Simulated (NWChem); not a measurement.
# C5H10 (1-pentene): levels of theory compared

Wanted: a comparison of 6 runs (HF/STO-3G, HF/3-21G, HF/6-31G*, B3LYP/6-31G*, MP2/6-31G*) of C5H10 (1-pentene). 

The calculation is run with NWChem 7.3.0.

1 further run of the same task is left out (set aside as unsound or not needed).

**1. The structure to begin with**

C5H10 has 15 atoms, charge 0, and is taken as a singlet. As SMILES, `C=CCCC`. Geometry: relaxed at PBE0-D4/def2-TZVP. This is one conformer, not always the lowest.

Bond lengths: C1–C2 1.326 Å, C2–C3 1.492 Å, C3–C4 1.529 Å, C4–C5 1.519 Å, C1–H6 1.084 Å, C1–H7 1.086 Å, C2–H8 1.090 Å, C3–H9 1.097 Å, C3–H10 1.095 Å, C4–H11 1.095 Å, C4–H12 1.096 Å, C5–H13 1.094 Å, C5–H14 1.092 Å, C5–H15 1.092 Å. Some angles: C1–C2–C3 125.5°, C2–C3–C4 113.0°, C3–C4–C5 113.2°, C1–C2–H8 118.8°, C3–C2–H8 115.7°, C2–C1–H6 121.7°, C2–C1–H7 121.3°, C2–C3–H9 108.9°, C2–C3–H10 109.6°, C4–C3–H9 108.6°.

**2. Energy and forces at HF/STO-3G (run 1)**

geom.nw

```
start geom
title "C5H10"
memory 2200 mb

geometry units angstroms noautosym nocenter noautoz
 C     -0.465800     1.494900     1.641300
 C     -0.106700     0.249500     1.363600
 C      0.933300    -0.151100     0.371600
 C      0.382800    -1.036500    -0.747200
 C     -0.616700    -0.321100    -1.638900
 H     -1.232300     1.716600     2.374900
 H      0.000400     2.340800     1.144800
 H     -0.605200    -0.569000     1.882700
 H      1.728400    -0.698400     0.892300
 H      1.394800     0.744600    -0.058300
 H      1.219900    -1.402800    -1.349900
 H     -0.084500    -1.923400    -0.303900
 H     -0.157700     0.545800    -2.123100
 H     -1.472200     0.041100    -1.064100
 H     -0.992400    -0.981000    -2.424100
end

basis spherical bse
 * library STO-3G
end

scf
 singlet
 rhf
 thresh 1e-08
 maxiter 80
end

task scf gradient
```

Command:

```
$ nwchem geom.nw > geom.out
```

Output:

```text
[...]
  functions       =    35
[...]
  wavefunction    = RHF
[...]
         Total SCF energy =   -192.817817854193
      One-electron energy =   -605.071216370860
      Two-electron energy =    238.141855338561
 Nuclear repulsion energy =    174.111543178107
        Time for solution =      2.3s
[...]
                         RHF ENERGY GRADIENTS
    atom               coordinates                        gradient
                 x          y          z           x          y          z
   1 C      -0.880234   2.824951   3.101607   -0.009285   0.022897   0.006975
   2 C      -0.201634   0.471487   2.576830    0.029279  -0.028822  -0.025397
   3 C       1.763681  -0.285538   0.702222   -0.030226  -0.006229   0.003443
   4 C       0.723387  -1.958701  -1.412003   -0.007762   0.026129   0.001581
   5 C      -1.165394  -0.606791  -3.097072    0.015715  -0.013975   0.015482
   6 H      -2.328709   3.243904   4.487910   -0.002244  -0.000706   0.002223
   7 H       0.000756   4.423471   2.163358    0.003027   0.001997  -0.003042
   8 H      -1.143662  -1.075254   3.557787   -0.002691  -0.002439   0.002249
   9 H       3.266202  -1.319785   1.686202    0.003794  -0.001963   0.003023
  10 H       2.635790   1.407090  -0.110171    0.002915   0.005679  -0.001891
  11 H       2.305277  -2.650908  -2.550941    0.004068  -0.003120  -0.001824
[...]
```

Wall time 3.3 s (1 thread of Intel Xeon 6975P-C (Granite Rapids), shared host); peak memory 0.1 GiB.

**3. Energy and gradient at HF/3-21G (run 2)**

work.nw

```
start work
memory 2200 mb

geometry units angstroms noautosym nocenter noautoz
  C    -0.465800    1.494900    1.641300
  C    -0.106700    0.249500    1.363600
  C     0.933300   -0.151100    0.371600
  C     0.382800   -1.036500   -0.747200
  C    -0.616700   -0.321100   -1.638900
  H    -1.232300    1.716600    2.374900
  H     0.000400    2.340800    1.144800
  H    -0.605200   -0.569000    1.882700
  H     1.728400   -0.698400    0.892300
  H     1.394800    0.744600   -0.058300
  H     1.219900   -1.402800   -1.349900
  H    -0.084500   -1.923400   -0.303900
  H    -0.157700    0.545800   -2.123100
  H    -1.472200    0.041100   -1.064100
  H    -0.992400   -0.981000   -2.424100
end

basis spherical bse
  * library 3-21G
end

scf
  thresh 1e-08
  maxiter 80
end

task scf gradient
```

Command:

```
$ nwchem work.nw > work.out
```

Output:

```text
[...]
  functions       =    65
[...]
  wavefunction    = RHF
[...]
         Total SCF energy =   -194.061240187891
      One-electron energy =   -605.064987922640
      Two-electron energy =    236.892204556643
 Nuclear repulsion energy =    174.111543178107
        Time for solution =      2.8s
[...]
                         RHF ENERGY GRADIENTS
    atom               coordinates                        gradient
                 x          y          z           x          y          z
   1 C      -0.880234   2.824951   3.101607   -0.002446   0.004036   0.001735
   2 C      -0.201634   0.471487   2.576830    0.015973  -0.006395  -0.012697
   3 C       1.763681  -0.285538   0.702222   -0.017908  -0.006778  -0.001535
   4 C       0.723387  -1.958701  -1.412003   -0.005288   0.018824   0.000870
   5 C      -1.165394  -0.606791  -3.097072    0.011624  -0.009614   0.009390
   6 H      -2.328709   3.243904   4.487910   -0.005794   0.000937   0.005585
   7 H       0.000756   4.423471   2.163358    0.004242   0.005779  -0.004402
   8 H      -1.143662  -1.075254   3.557787   -0.004527  -0.005924   0.004152
   9 H       3.266202  -1.319785   1.686202    0.004353  -0.002803   0.002790
  10 H       2.635790   1.407090  -0.110171    0.002707   0.005592  -0.001674
  11 H       2.305277  -2.650908  -2.550941    0.004631  -0.002692  -0.002712
[...]
```

Wall time 3.9 s (1 thread of Intel Xeon 6975P-C (Granite Rapids), shared host); peak memory 0.1 GiB.

Runs 3 to 5 aren't shown in full; the table further down has their settings and results.

**4. Energy and forces at MP2/6-31G(d) (spherical functions) (run 6)**

c5h10.nw

```
start c5h10
memory 2200 mb
charge 0
geometry units bohr noautosym nocenter noautoz
C   -0.88023443   2.82495158   3.10160749
C   -0.20163378   0.47148667   2.57683054
C    1.76368139  -0.28553762   0.70222223
C    0.72338716  -1.95870113  -1.41200336
C   -1.16539410  -0.60679106  -3.09707215
H   -2.32870950   3.24390387   4.48791057
H    0.00075589   4.42347091   2.16335847
H   -1.14366225  -1.07525416   3.55778737
H    3.26620263  -1.31978473   1.68620262
H    2.63579000   1.40709007  -0.11017103
H    2.30527690  -2.65090781  -2.55094130
H   -0.15968186  -3.63469923  -0.57428777
H   -0.29800981   1.03141252  -4.01207754
H   -2.78205480   0.07766774  -2.01085757
H   -1.87536421  -1.85382133  -4.58088510
end
basis "ao basis" spherical bse
C library 6-31G*
H library 6-31G*
end
scf
thresh 1e-08
maxiter 80
end
mp2
freeze core 5
tight
end
task mp2 gradient
```

Command:

```
$ nwchem c5h10.nw > c5h10.out
```

Output:

```text
[...]
  functions       =    90
[...]
  wavefunction    = RHF
[...]
         Total SCF energy =   -195.138746729854
      One-electron energy =   -606.719579812866
      Two-electron energy =    237.469302412871
 Nuclear repulsion energy =    174.111530670141
        Time for solution =     10.6s
[...]
          Total MP2 energy          -195.780216410025
[...]
                         mp2 ENERGY GRADIENTS
    atom               coordinates                        gradient
                 x          y          z           x          y          z
   1 C      -0.880234   2.824952   3.101607    0.003794  -0.015452  -0.002617
   2 C      -0.201634   0.471487   2.576831   -0.000304   0.015039   0.001115
   3 C       1.763681  -0.285538   0.702222   -0.003783   0.000394   0.000099
   4 C       0.723387  -1.958701  -1.412003   -0.001002   0.002607  -0.000225
   5 C      -1.165394  -0.606791  -3.097072    0.002840  -0.002503   0.001609
   6 H      -2.328710   3.243904   4.487911    0.000719  -0.000896  -0.000644
   7 H       0.000756   4.423471   2.163358    0.000000  -0.001056  -0.000029
   8 H      -1.143662  -1.075254   3.557787    0.000430   0.001176  -0.000808
   9 H       3.266203  -1.319785   1.686203   -0.001459   0.000436  -0.000398
  10 H       2.635790   1.407090  -0.110171   -0.000730  -0.001232   0.000870
  11 H       2.305277  -2.650908  -2.550941   -0.000997   0.000358   0.001108
[...]
```

Wall time 28 s (1 thread of Intel Xeon 6975P-C (Granite Rapids), shared host); peak memory 0.32 GiB.

**5. The series**

```csv
run,level,iteration cap,module,energy (Eh),dipole moment (D),HOMO energy (eV),LUMO energy (eV),wall time
1,HF/STO-3G,80,scf,-192.817818,0.28,-8.34,8.83,3.3 s
2,HF/3-21G,80,scf,-194.061240,0.28,-9.72,5.13,3.9 s
3,HF/6-31G* (spherical functions),80,scf,-195.138747,0.30,-9.64,5.05,13 s
4,B3LYP/6-31G* (spherical functions),100,dft,-196.530364,–,–,–,20 s
5,B3LYP/6-31G* (Cartesian functions),100,dft,-196.534065,0.33,-6.81,0.74,21 s
6,MP2/6-31G* (spherical functions),80,mp2,-195.780216,0.25,-9.64,5.05,28 s
```

**6. Results**

```
                                                      quantity          value
                                           run 6: total energy  -195.78022 Eh
run 6: dipole moment (of the density that the program reports)         0.25 D
                    run 6: HOMO energy (Hartree–Fock orbitals)       -9.64 eV
                    run 6: LUMO energy (Hartree–Fock orbitals)        5.05 eV
                  run 6: HOMO–LUMO gap (Hartree–Fock orbitals)       14.69 eV
            run 6: correlation energy (5 core orbitals frozen)     -641.5 mEh
                               run 6: largest force on an atom     0.829 eV/Å
```

What this shows: Over runs 1, 2, 3, 5, 6 the dipole moment (its size) runs from 0.25 D (MP2/6-31G*) to 0.33 D (B3LYP/6-31G*). Over runs 1, 2, 3, 5 the HOMO–LUMO gap runs from 7.56 eV (B3LYP/6-31G*) to 17.16 eV (HF/STO-3G). The two ends differ in method and basis. In run 1 the basis is minimal, so the values are rough. All runs together took 90 s, the longest 28 s.
